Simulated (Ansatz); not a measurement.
# One shape, several levels: triplet CH4Si

We compute a comparison of 6 runs (UHF/def2-TZVP, UB3LYP/6-31G*, UBHLYP/def2-TZVP, UBLYP/def2-TZVP, UCAM-B3LYP/def2-TZVP, UPBE-QIDH/def2-TZVP) of triplet CH4Si. 

Program for the calculation: Ansatz 0.2.0.

44 further runs of the same task are left out: 44 set aside as unsound or not needed.

## 1. The molecule

CH4Si: 6 atoms, total charge 0, spin state triplet. As SMILES of the parent species, `C[SiH]`. The coordinates come from a PBE0-D4/def2-TZVP relaxation. That shape belongs to the parent species and isn't relaxed for this state.

Bond lengths: C1–Si2 1.892 Å, C1–H3 1.098 Å, C1–H4 1.091 Å, C1–H5 1.098 Å, Si2–H6 1.531 Å. Angles: C1–Si2–H6 94.2°, Si2–C1–H3 109.7°, Si2–C1–H4 113.8°, Si2–C1–H5 109.5°, H3–C1–H4 109.0°, H3–C1–H5 105.5°, H4–C1–H5 109.0°.

## 2. A single-point energy at UHF/def2-TZVP (run 1)

molecule.yaml

```yaml
crystal:
  periodic: [false, false, false]
  atoms:
    - {symbol: C, position_ang: [-0.093500, -0.366000, -0.370300]}
    - {symbol: Si, position_ang: [0.917300, 0.209800, 1.122300]}
    - {symbol: H, position_ang: [-1.156900, -0.410100, -0.102200]}
    - {symbol: H, position_ang: [0.215000, -1.335600, -0.763000]}
    - {symbol: H, position_ang: [-0.024000, 0.382000, -1.170800]}
    - {symbol: H, position_ang: [0.142200, 1.520000, 1.284000]}
basis:
  gaussian:
    orbitals: def2-TZVP
magnetization:
  spin_polarized: true
  initial_magnetization: 2
hamiltonian:
  xc: hf
accuracy: high
output: {orbitals: {seedname: orbitals}}
```

The run is started by

```sh
$ ansatz run molecule.yaml --threads 1 --pin off --max-ram 3480MiB --events-out events.jsonl --progress --plain --runs-dir runs
```

The program printed:

```text
Warning: RAYON_NUM_THREADS=1 ignored (pool sized by the plan → 1); use --threads N
Functional definition: HF
  name "HF"
  exchange = exact_x
  correlation = 0
1657 factors; integrals over basis functions are off by at most 3.7e-9 eV
mean field evaluation 1: about -8951.9006 eV, gradient 1.8e1 eV
mean field evaluation 2: about -8951.9103 eV, gradient 1.8e1 eV
mean field evaluation 4: about -8954.1565 eV, gradient 2.4e0 eV
mean field evaluation 8: about -8954.2790 eV, gradient 1.8e-1 eV
mean field evaluation 16: about -8954.2802 eV, gradient 2.0e-8 eV
mean field -8954.28017157 eV, -329.0637268761 hartree, gradient 2.0e-8 eV, S^2 2.004787; 0 other end points of the search recorded, 0 dependent functions left out
reference -8954.28017157 eV, -329.0637268761 hartree; 13, 11 occupied and 79, 81 virtual orbitals, 1657 factors
Total energy: -8954.28017157 eV, -329.0637268761 hartree
```

Run time: 2.5 s. Hardware: 1 thread of Arm Neoverse V2, shared host; peak memory 0.23 GiB.

## 3. A single-point energy at UB3LYP/6-31G(d) (spherical functions) (run 2)

job.yaml

```yaml
crystal:
  periodic: [false, false, false]
  atoms:
    - symbol: C
      position_ang: [-0.093500, -0.366000, -0.370300]
    - symbol: Si
      position_ang: [0.917300, 0.209800, 1.122300]
    - symbol: H
      position_ang: [-1.156900, -0.410100, -0.102200]
    - symbol: H
      position_ang: [0.215000, -1.335600, -0.763000]
    - symbol: H
      position_ang: [-0.024000, 0.382000, -1.170800]
    - symbol: H
      position_ang: [0.142200, 1.520000, 1.284000]
basis:
  gaussian: {orbitals: 6-31G_st_-spherical.json}
accuracy: high
output: {orbitals: {seedname: orbitals}}
magnetization: {spin_polarized: true, initial_magnetization: 2}
hamiltonian: {xc: {name: B3LYP}}
```

The basis set 6-31G* is read from a file made from the Basis Set Exchange's data (not shown).

The run is started by

```sh
$ ansatz run job.yaml --threads 1 --pin off --max-ram 3480MiB --events-out events.jsonl --progress --plain --runs-dir runs
```

The program printed:

```text
Warning: RAYON_NUM_THREADS=1 ignored (pool sized by the plan → 1); use --threads N
Functional definition: B3LYP
  name "B3LYP"
  parameter a0 = 0.2
  parameter ax = 0.72
  parameter ac = 0.81
  exchange = (1 - a0 - ax)*slater_x + ax*b88_x + a0*exact_x
  correlation = (1 - ac)*vwn_rpa_c + ac*lyp_c
890 factors; integrals over basis functions are off by at most 3.7e-9 eV
mean field evaluation 1: about -8972.3156 eV, gradient 3.0e1 eV
mean field evaluation 2: about -8967.1825 eV, gradient 3.9e1 eV
mean field evaluation 4: about -8976.6961 eV, gradient 5.1e-1 eV
mean field evaluation 8: about -8976.8003 eV, gradient 5.1e-2 eV
mean field evaluation 16: about -8976.8003 eV, gradient 5.9e-5 eV
mean field -8976.80031211 eV, -329.8913267764 hartree, gradient 5.8e-8 eV, S^2 2.001386; 0 other end points of the search recorded, 0 dependent functions left out
reference -8976.80034357 eV, -329.8913279326 hartree; 13, 11 occupied and 27, 29 virtual orbitals, 890 factors
Total energy: -8976.80034357 eV, -329.8913279326 hartree
```

Run time: 3.9 s. Hardware: 1 thread of Arm Neoverse V2, shared host; peak memory 0.15 GiB.

Runs 3 to 5 aren't shown in full; the table further down has their settings and results.

## 4. The energy at UPBE-QIDH/def2-TZVP (run 6)

in.yaml

```yaml
basis:
  gaussian: {orbitals: def2-TZVP}
crystal:
  periodic: [false, false, false]
  atoms:
    - {symbol: C, position_ang: [-0.093500, -0.366000, -0.370300]}
    - {symbol: Si, position_ang: [0.917300, 0.209800, 1.122300]}
    - {symbol: H, position_ang: [-1.156900, -0.410100, -0.102200]}
    - {symbol: H, position_ang: [0.215000, -1.335600, -0.763000]}
    - {symbol: H, position_ang: [-0.024000, 0.382000, -1.170800]}
    - {symbol: H, position_ang: [0.142200, 1.520000, 1.284000]}
total_charge: 0
magnetization: {spin_polarized: true, initial_magnetization: 2}
hamiltonian: {xc: {name: PBE-QIDH}}
correlation: {frozen_orbitals: {C: 1, H: 0, Si: 5}}
accuracy: high
output: {orbitals: {seedname: orbitals}}
```

The run is started by

```sh
$ ansatz run in.yaml --threads 1 --pin off --max-ram 3480MiB --events-out events.jsonl --progress --plain --runs-dir runs
```

The program printed, cut to the lines that bear on the results:

```text
Warning: RAYON_NUM_THREADS=1 ignored (pool sized by the plan → 1); use --threads N
Functional definition: PBE-QIDH
  name "PBE-QIDH"
[...]
1657 factors; integrals over basis functions are off by at most 3.7e-9 eV
[...]
mean field -8967.38173492 eV, -329.5452004486 hartree, gradient 5.7e-8 eV, S^2 2.003742; 0 other end points of the search recorded, 0 dependent functions left out
6 core orbitals not correlated: weight in the atoms' cores, before any rotation towards them, 1.000 or more for the frozen orbitals, at most 0.000 for the correlated occupied ones
reference -8967.38173596 eV, -329.5452004869 hartree; 7, 5 occupied and 79, 81 virtual orbitals, 1657 factors
second order -7.89075551 eV of doubles, -0.00000000 eV of singles
Total energy: -8970.01198780 eV, -329.6418604591 hartree
```

Wall time 10 s (1 thread of Arm Neoverse V2, shared host); peak memory 0.29 GiB.

## 5. The series

```tsv
run	level	frozen core orbitals	energy (Eh)	HOMO energy (eV)	LUMO energy (eV)	⟨S²⟩	wall time
1	UHF/def2-TZVP	–	-329.063727	-7.88	0.39	2.005	2.5 s
2	UB3LYP/6-31G* (spherical functions)	–	-329.891328	-4.74	-3.96	2.001	3.9 s
3	UBHLYP/def2-TZVP	–	-329.884486	-5.94	-2.87	2.003	9.9 s
4	UBLYP/def2-TZVP	–	-329.884158	-3.84	–	2.002	6.6 s
5	UCAM-B3LYP/def2-TZVP	–	-329.889783	-6.28	-2.76	2.002	9.3 s
6	UPBE-QIDH/def2-TZVP	6	-329.641860	-6.90	-1.51	2.004	10 s
```

## 6. What came out

| quantity | value |
| --- | --- |
| run 6: total energy | -329.64186 Eh |
| run 6: HOMO energy (SCF part's orbitals) (highest over α and β) | -6.90 eV |
| run 6: LUMO energy (SCF part's orbitals) (lowest over α and β) | -1.51 eV |
| run 6: ⟨S²⟩ | 2.004 |

**Reading.** Totals of different functionals can't be ranked against each other. All runs together took 42 s, the longest 10 s.
